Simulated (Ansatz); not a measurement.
Relaxation of CH$_{6}$OSi (9 atoms, charge 0, multiplicity 1), to a largest force component of 0.03 eV/Å in at most 50 steps.

Computed with RHF/def2-SVP in Ansatz 0.2.0.

```xyz
9
Properties=species:S:1:pos:R:3
Si 0.129 -0.017 0.155
H 0.466 -0.221 1.551
O 1.684 -0.197 -0.360
C 2.593 -1.157 0.067
H 2.348 -2.149 -0.319
H 3.585 -0.885 -0.296
H 2.631 -1.216 1.159
H -0.378 1.323 -0.187
H -0.807 -1.043 -0.352
```

Where does it end, and by what steps?

It converged. The force dipped under the threshold on the way, but the program's further checks kept it going. After 7 steps the energy has fallen by 0.260 eV; H2 moved furthest, 0.48 Å.

| step | energy less start (eV) | largest force component (eV/Å) | accepted |
| --- | --- | --- | --- |
| 0 | 0.0000 | 1.114 | yes |
| 1 | -0.2198 | 0.315 | yes |
| 2 | -0.2421 | 0.185 | yes |
| 3 | -0.2508 | 0.278 | yes |
| 4 | -0.2588 | 0.107 | yes |
| 5 | -0.2598 | 0.015 | yes |
| 6 | -0.2598 | 0.037 | no |
| 7 | -0.2599 | 0.010 | yes |

```xyz
9
Properties=species:S:1:pos:R:3
Si 0.164 -0.006 0.231
H 0.048 -0.047 1.709
O 1.738 -0.136 -0.233
C 2.631 -1.172 0.028
H 2.290 -2.115 -0.409
H 3.596 -0.923 -0.409
H 2.771 -1.322 1.103
H -0.345 1.280 -0.278
H -0.641 -1.122 -0.323
```

Whether the end is a true minimum wasn't checked by a vibrational analysis.

Run time: 9.1 s on 1 thread of Arm Neoverse V1 (shared host), peak memory 0.13 GiB.
